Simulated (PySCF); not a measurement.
SN at r²SCAN

Computed with r²SCAN; PySCF, spin-free X2C with a Gaussian nucleus, basis sets S x2c-SVPall, N x2c-SVPall.

| Property | Result |
| --- | --- |
| state | ²Π (doublet), unpaired electrons π ↑ |
| bond length | 1.511 Å |
| harmonic wavenumber | 1247 cm⁻¹ |
| force constant | 8.92 mdyn/Å |
| rotational constant Be | 0.7581 cm⁻¹ |
| anharmonicity ωexe | 7.10 cm⁻¹ |
| vibration–rotation constant αe | 0.00566 cm⁻¹ |
| well depth De to S + N | 4.59 eV |
| dissociation energy D0 | 4.52 eV |
| bond order (Mayer) | 2.35 |
| dipole moment (positive dipole means S(−)N(+)) | -1.75 D |

The state is the lowest determinant that a PBE0 search found; another state may lie lower at other levels.
